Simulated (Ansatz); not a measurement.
What a trial cell of Rh3N2 relaxes into

Theory: DFT PBE, scalar-relativistic, plane waves, PAW (Ansatz 0.2.0). Cutoff 420 eV, Γ-centred k mesh, Gaussian smearing, no spin polarisation in the final step.

Rh3N2 was placed on the A-type sesquioxide structure type (P-3m1, No. 164), with N in place of La, Rh in place of O, at a guessed volume.

```
Rh N
1.0
     3.36704    0.00000    0.00000
    -1.68352    2.91594    0.00000
     0.00000    0.00000    5.23856
Rh N
3 2
Cartesian
  0.0000 0.0000 0.0000
  0.0000 1.9440 3.3789
  1.6835 0.9720 1.8597
  0.0000 1.9440 1.2834
  1.6835 0.9720 3.9551
```

Cell and atoms relax at zero pressure; the relaxation can't lower the symmetry of the start. After a coarse first stage the cell is made exact in the group found at 0.06 Å.

Energies over the elements count from the elements' standard structures at the same level (N₂ as a molecule), with no empirical corrections.

Task: What does it relax into?

Result: It keeps P-3m1 (No. 164), but not the shape of the type it started on. Conventional cell: a = 3.063 Å, c = 9.413 Å. Rh on Wyckoff site a (1 atom of the primitive cell) is coordinated by 6 Rh at 2.79 Å and 6 Rh at 3.06 Å (next N at 3.33 Å); around Rh on Wyckoff site d (2 atoms of the primitive cell) lie 3 N at 1.89 Å; around N lie 3 Rh at 1.89 Å.

Space group P-3m1 (No. 164). a = 3.063 Å, b = 3.063 Å, c = 9.413 Å, α = 90.00°, β = 90.00°, γ = 120.00°
```json
{"atom": "Rh", "site": "1a", "symmetry": "-3m.", "x": "0.0000", "y": "0.0000", "z": "0.0000"}
{"atom": "Rh", "site": "2d", "symmetry": "3m.", "x": "0.3333", "y": "0.6667", "z": "0.7700"}
{"atom": "N", "site": "2d", "symmetry": "3m.", "x": "0.3333", "y": "0.6667", "z": "0.3002"}
```

Task: What are its volume, energy, density and gap?

Result: The volume per atom is 15.3 Å³. The density is 7.3 g/cm³, the energy over the elements is 0.55 eV/atom and the gap on the 12×12×4 mesh is 0 eV (a metal).

The final run used a 12×12×4 mesh on its 5-atom cell and 0.10 eV smearing. For metals, differences of a few meV/atom aren't resolved. No dispersion correction is applied, so the spacing between layers, chains or molecules is poorly fixed, and with it the volume and density. Symmetry constrained the relaxation, so the result can be a saddle point.

Cost: 3 runs of about 3.4 core-minutes in all, on Intel Xeon Platinum 8375C (Ice Lake) (shared hosts).